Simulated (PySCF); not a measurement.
## Structure from NMR data

An unknown has the formula C2F2O. Its calculated NMR data are:

13C{1H} NMR (computed): δ 310.6 (C, t, J = 68.6 Hz), 195.2 (C, t, J = 325.3 Hz).

All values are calculated (PySCF 2.14): shieldings: GIAO KT2/pcSseg-2, PBE0-D3(BJ)/def2-SVP geometry, couplings computed with B3LYP/pcJ-1. Non-relativistic Hamiltonian, one computed conformer, gas phase, rapidly exchanging positions averaged.

Chemical shifts δ = σref − σ; 13C vs TMS, all at this level.

Task: Deduce the structure.

Result: 
Rings plus π bonds: 2 (no ring in the answer). 2 carbon signals for 2 carbons: no two carbons are equivalent. Carbon types of the structure: 2 × C. δC 310.6: central carbon of a ketene. δC 195.2: terminal carbon of a ketene.

These data were computed for `C(=C=O)(F)F`.

The data come from this structure; uniqueness wasn't tested.

Common functionals overestimate the size of one-bond C–F couplings by tens of Hz; these are unscaled. Shifts are as computed. Against solution values, carbons near 30 ppm lie about +3 ppm off and those near 130 ppm about -1 ppm. Of 1211 compounds with measured shifts, 218 miss one by over three times the rms of a fit or turn the order of signals round; such compounds aren't used in these exercises.
